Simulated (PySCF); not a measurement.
C3H5F (charge +1 and doublet state).
Z-matrix (Å and degrees, GFN2-xTB geometry), rows numbered from 1:
```
C 
C   1  1.3472
C   2  1.4700  1  125.63
F   3  1.3416  2  113.97  1    -8.52
H   1  1.0851  2  122.27  3   158.36
H   1  1.0879  2  122.37  3   -21.29
H   2  1.0903  1  120.42  3  -179.69
H   3  1.1083  2  113.97  1  -133.41
H   3  1.1156  2  107.97  1   111.22
```

The hyperfine couplings belong to this conformer and change with its torsions.

The species is `[CH2][CH+]CF` [radical] (charge +1).

Computed, not measured: UKS B3LYP, pcH-1 on C F H, non-relativistic, mean-field spin-orbit, GIAO in PySCF 2.14.0. Isolated species at its GFN2-xTB geometry (one conformer only). A GFN2-xTB geometry isn't a minimum of the functional, and hyperfine couplings can be far from their values at a DFT geometry, by a factor of two or more for some ions and for spin on atoms past the first row. The frame is twisted about the C1–C2 bond at this geometry (dihedral H6–C1–C2–C3 = -21°); couplings at other torsion angles weren't computed. No stability test was run, so a lower SCF solution isn't excluded.

Task: Match the computed a_iso(13C) values +30.1, -14.0, +3.4 MHz with the sites C1; C2; C3.

Result: 
```
site  a_iso (MHz)  ρ(0) (bohr⁻³)                 position  distance from C1 (Å)  spin population  largest |T| (MHz)
  C1        +30.1        +0.0268  largest spin population                  0.00            +0.56               92.6
  C2         +3.4        +0.0031           1 bond from C1                  1.35            +0.31               58.5
  C3        -14.0        -0.0125          2 bonds from C1                  2.51            +0.01               16.5
```

Task: Match the computed a_iso(1H) values +163.7, +17.9, -10.1, -7.7 MHz (means over equivalent nuclei) with the sites H5; H6; H7; H8/H9.

Result: 
| site | a_iso (MHz) | ρ(0) (bohr⁻³) | position | distance from C1 (Å) | bound to | spin population there | largest \|T\| (MHz) |
| --- | --- | --- | --- | --- | --- | --- | --- |
| H5 | -10.1 | -0.0023 | 1 bond from C1 | 1.09 | C1 | +0.56 | 29.1 |
| H6 | -7.7 | -0.0017 | 1 bond from C1 | 1.09 | C1 | +0.56 | 28.8 |
| H7 | +17.9 | +0.0040 | 2 bonds from C1, on C2 of spin population +0.31 | 2.12 | C2 | +0.31 | 22.0 |
| H8/H9 | +163.7 | +0.0366 | 3 bonds from C1 | 3.24 | C3 | +0.01 | 12.0 |

ρ(0) is the spin density at the nucleus and T the dipolar tensor; entries for several nuclei are means. Largest spin populations (Mulliken): C1 (+0.56), C2 (+0.31) and H9 (+0.09). The angles at C1 add up to 360.0°, so it is planar.

The spin density at the nucleus, in bohr⁻³, is negative for C3 (-0.0125), H5 (-0.0023) and H6 (-0.0017), for instance. A restricted open-shell determinant has no negative spin density anywhere; here it arises because α and β orbitals differ (spin polarisation).

Means are taken over nuclei equivalent by connectivity, which assumes that they swap fast. H5 and H6 aren't averaged: C1 is flat or nearly so (angle sum 360°), and its turn about the short C1–C2 bond (1.35 Å) is taken as slow. The 1H value of +163.7 MHz is a mean of couplings from 103.2 to 224.2 MHz in this one geometry, not an average over conformers.

C1, the radical centre as drawn in `[CH2][CH+]CF`, holds a spin population of +0.56 out of 1.
